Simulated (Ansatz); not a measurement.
Basis-set extrapolation for C3H6O, SMILES `C=COC` (PBE0-D4/def2-TZVP geometry, frozen core, Ansatz 0.2.0). Multiplicity 1, RHF reference.

```csv
,def2-TZVPP,def2-QZVPP
HF,-191.998576,-192.007699
MP2 correlation,-0.738601,-0.789597
CCSD(T) correlation,-0.802140,not run
```

Energies in hartree. Use E(X) = E(∞) + A·exp(−7.88·√X) for Hartree–Fock and E(X) = E(∞) + B·X^(−2.97) for correlation, with X = 3 and 4, and add CCSD(T) minus MP2 of the smaller set to the MP2 limit.

Task: What is the CCSD(T) energy at the basis-set limit?

Result: HF limit: -192.007699 + (-0.009123) × 0.13774 = -192.00896. MP2 limit: -0.789597 + (-0.050996) × 0.74074 = -0.82737. Higher-order term: -0.802140 − (-0.738601) = -0.06354. Total: -192.89987 hartree, 260.3 kJ/mol below CCSD(T)/def2-TZVPP.
